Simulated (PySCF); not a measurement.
Species: C₄H₁₂PS (charge +1).
SMILES: `CSC[PH+](C)C`

The closed-shell SCF was solved with PySCF and density fitting under several settings on one GFN2-xTB geometry (grid level 2 and gas phase unless stated).

| settings | basis functions | SCF cycles | E (Eh) | HOMO (eV) | LUMO (eV) |
| --- | --- | --- | --- | --- | --- |
| PBE0/pcSseg-1 | 176 | 12 | -898.4384 | -10.73 | -3.96 |
| B3LYP/def2-SVPD | 227 | 13 | -898.6668 | -10.46 | -4.21 |
| WP04/6-311G**, fitting basis def2-universal-jkfit | 196 | 10 | -910.7899 | -11.77 | -5.89 |

Problem. Estimate the rows for these settings: (1) wB97X/ANO-RCC-VDZP, grid level 4; (2) wB97X/6-311G**.

Solution. 
| settings | basis functions | SCF cycles | E (Eh) | HOMO (eV) | LUMO (eV) |
| --- | --- | --- | --- | --- | --- |
| wB97X/ANO-RCC-VDZP, grid level 4 | 152 | 12 | -898.5382 | -12.99 | -2.11 |
| wB97X/6-311G** | 196 | 12 | -898.9724 | -13.06 | -1.83 |

Problem. Over all rows, what range does the HOMO–LUMO gap span?

Solution. From 5.88 eV (WP04/6-311G**, fitting basis def2-universal-jkfit) to 11.23 eV (wB97X/6-311G**). The functional of the narrowest has 12 % exact exchange, that of the widest range-separated exact exchange.

Problem. Compare two rows with the functional wB97X: wB97X/6-311G** and wB97X/ANO-RCC-VDZP, grid level 4. Which energy is lower, and by how much?

Solution. wB97X/6-311G** (196 functions) lies 0.4342 Eh or 272 kcal/mol below wB97X/ANO-RCC-VDZP, grid level 4 (152 functions).

Cycle counts include a coarse-grid stage where the run had one. All basis functions are spherical, in the Pople sets too. WP04 was designed for NMR shieldings or shifts; total energies of different functionals aren't comparable. ANO-RCC sets were contracted for a scalar-relativistic Hamiltonian, but ran non-relativistically here.

The values belong to the conformer `[CH3:1][S:2][CH2:3][PH+:4]([CH3:5])[CH3:6]`: C1–S2–C3–P4 158°, S2–C3–P4–C5 -66°.
